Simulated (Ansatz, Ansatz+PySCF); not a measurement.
Stretching singlet HF

The H–F distance is varied.

Basis set: cc-pVDZ (spherical functions). Frozen core: 1 orbital. Charge 0, multiplicity 1.

Computed with Ansatz (development build ahead of 0.2.0), each point on the determinant that the search for low states chose. Each curve is measured from its own lowest point listed.

```tsv
r(H–F) (Å)	RHF-MP2 (eV)
0.847	0.197
0.887	0.036
0.919	0.000
0.994	0.141
1.380	2.552
1.840	5.057
2.761	6.609
```

(1) Give the RHF curve at the same distances.

Answers

(1) r (Å), E (eV) and a bar:
```
    0.847      0.112
    0.887      0.000
    0.919      0.003
    0.994      0.231 #
    1.380      3.074 #########
    1.840      6.211 ###################
    2.761      9.772 ##############################
```

Caution at some points: an unrestricted determinant lies well below. Caution for RHF-MP2 at some points: bonds are stretched, where a single reference can fail; large amplitudes, a single reference is doubtful.
